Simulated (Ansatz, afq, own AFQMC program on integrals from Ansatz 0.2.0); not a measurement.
Integrals from Ansatz 0.2.0, then the random walk in our own AFQMC program (afq).

```yaml
crystal:
  periodic: [false, false, false]
  atoms:
    - {symbol: C, position_ang: [0.000000, 0.000000, 0.000000]}
    - {symbol: H, position_ang: [1.079931, 0.014026, -0.000321]}
    - {symbol: H, position_ang: [-0.552113, 0.928231, -0.002734]}
    - {symbol: H, position_ang: [-0.527818, -0.942256, 0.003055]}
basis:
  gaussian: {orbitals: 6-31G}
magnetization: {spin_polarized: true, initial_magnetization: 1}
correlation: {method: ccsd_t, electrons: outside_noble_gas, hamiltonian_folder: ham}
```

```sh
$ ansatz run in.yaml --threads 1 --pin off --events-out ev --progress --plain --max-ram 16896MiB --backend cuda --devices 0, --max-vram 18GiB
```

Options of the walk:

```
--method phaseless --trial hf --walkers 4000 --populations 20 --least-time 40 --time-step 0.005 --steps-per-block 20 --equilibration-blocks 112 --max-blocks 4000 --target-error 0.0008 --factor-cut 1e-05 --start spin_pure --seed 3369 --taylor-order 6
```

Times are imaginary, in 1/Eh. The walk had a cap of 49 s. With eight or more populations the least sampling time is a fifth of least-time, and the error comes from their spread.

afq prints:

```
orbitals 14  electrons 4 3  factors 85 of 223
reference energy -39.54651439 Eh
CCSD correlation -0.09363760 Eh in 8 cycles, weight of the determinant in the CISD state 0.9549
energy of the start -39.546941 Eh
 block  time / (1/Eh)  mean weight  energy / Eh
     1     0.100  1.0003  -39.565723
     2     0.200  1.0006  -39.581105
     3     0.300  1.0005  -39.594521
     4     0.400  1.0006  -39.603391
     5     0.500  1.0005  -39.610978
     8     0.800  1.0002  -39.624509
    13     1.300  1.0001  -39.636126
    25     2.500  1.0000  -39.642140
    37     3.700  1.0000  -39.641352
    49     4.900  0.9999  -39.645727
    61     6.100  0.9999  -39.640171
    73     7.300  1.0001  -39.637359
    85     8.500  1.0000  -39.639595
    97     9.700  1.0000  -39.641726
   109    10.900  1.0001  -39.640440
   113    11.300  1.0002  -39.646558
   121    12.100  0.9999  -39.646393
   133    13.300  0.9999  -39.640495
   145    14.500  1.0002  -39.644684
   157    15.700  1.0000  -39.643536
   169    16.900  0.9999  -39.643249
   181    18.100  1.0001  -39.640654
   189    18.900  0.9997  -39.640982
error from the spread of 20 populations
energy -39.642740 +/- 0.000582 Eh
(rows thinned)
```

The run passed its tests (sampling time, drift between the halves within three errors, error under three times the target), which doesn't prove that it has relaxed.

Against this walk (error 15.8 meV) on the same determinant: CCSD(T) 41.9 meV higher, CCSDT(Q) 33.6 meV higher, CCSDTQ 33.4 meV higher, full CI 33.3 meV higher, a separate phaseless walk with a CISD trial and standard settings 31.1 ± 15.9 meV higher (within the noise). The error is statistical and leaves out the bias of the constraint.

Cautions: constraint bias not in the error.

The walk took 14 s on 1 × NVIDIA H100 80GB HBM3 with 2 threads of AMD EPYC 7R13 Processor (Zen 3), on a shared host (the card was shared). The log's last line is the phaseless energy.

CCSDT and higher add their correlation energy to the determinant of the CCSD(T) run, since their own runs factorise the integrals more tightly (a shift of under 2 meV). A walk keeps the symmetry of its determinant, which the program's search chose and which needn't be the lowest solution, so a lower state of the same spin and another symmetry isn't excluded.
